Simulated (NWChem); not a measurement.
Lowest excitation of butadiene (C₄H₆)

```xyz
10

C     -1.7280    -0.6628     0.0000
C     -0.7001     0.1973     0.0000
C      0.7001    -0.1973     0.0000
C      1.7280     0.6628     0.0000
H     -1.5632    -1.7451     0.0000
H     -2.7643    -0.3169     0.0000
H     -0.9023     1.2755     0.0000
H      0.9023    -1.2755     0.0000
H      2.7643     0.3169     0.0000
H      1.5632     1.7451     0.0000
```
Charge 0, spin multiplicity 1.

All runs are NWChem calculations. All single points use one geometry, from PBE0/def2-SVP, a minimum by its harmonic frequencies. It is one conformer; others weren't searched.

Basis set: def2-SVP.

The correlated methods keep 4 core orbitals frozen. B3LYP has NWChem's definition, with VWN1-RPA local correlation. Coupled-cluster values serve here as a point of comparison, not as the truth.

**Question.** Order these methods by the lowest vertical singlet excitation energy they give, lowest first: TD-B3LYP, TD-PBE, EOM-CCSD, CIS.

**Answer.** TD-PBE (5.82 eV), TD-B3LYP (5.96 eV), CIS (6.68 eV), EOM-CCSD (6.99 eV)
